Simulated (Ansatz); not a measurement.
C4H6O2 (`O=CC1(O)CC1`), relaxed with RKS PBE0-D4/def2-TZVP in Ansatz 0.2.0 from a PBE-D4/def2-SVP geometry. The force threshold is 0.005 eV/Å; the program also tests the step.

Total charge 0; spin multiplicity 1.

Start:

```xyz
12

O     0.762   -2.355   -0.441
C     0.755   -1.142   -0.603
C    -0.145   -0.278    0.193
O    -0.929   -0.978    1.092
C    -0.717    0.968   -0.484
C     0.344    1.122    0.563
H     1.420   -0.629   -1.354
H    -0.659   -1.915    0.940
H    -1.760    1.176   -0.201
H    -0.467    1.163   -1.539
H     1.360    1.428    0.263
H     0.036    1.439    1.570
```

Question: How much energy does the relaxation release, and in how many steps? (Estimate.)

Answer: Ansatz gave: 1.59 kcal/mol, in 7 steps, 2 of them rejected.

Question: Which bonds change most? (Estimate.)

Answer: Computed: C3–C5 from 1.529 to 1.509 Å; C3–C6 from 1.528 to 1.509 Å; C2–H7 from 1.127 to 1.108 Å; C6–H11 from 1.102 to 1.083 Å.

Question: Give the relaxed structure. (Estimate.)

Answer: Ansatz gave: 
```xyz
12

O     0.785   -2.323   -0.463
C     0.754   -1.125   -0.604
C    -0.143   -0.277    0.186
O    -0.929   -0.964    1.084
C    -0.711    0.951   -0.482
C     0.344    1.102    0.558
H     1.402   -0.603   -1.336
H    -0.688   -1.896    0.972
H    -1.733    1.170   -0.200
H    -0.462    1.143   -1.518
H     1.341    1.400    0.257
H     0.039    1.422    1.545
```
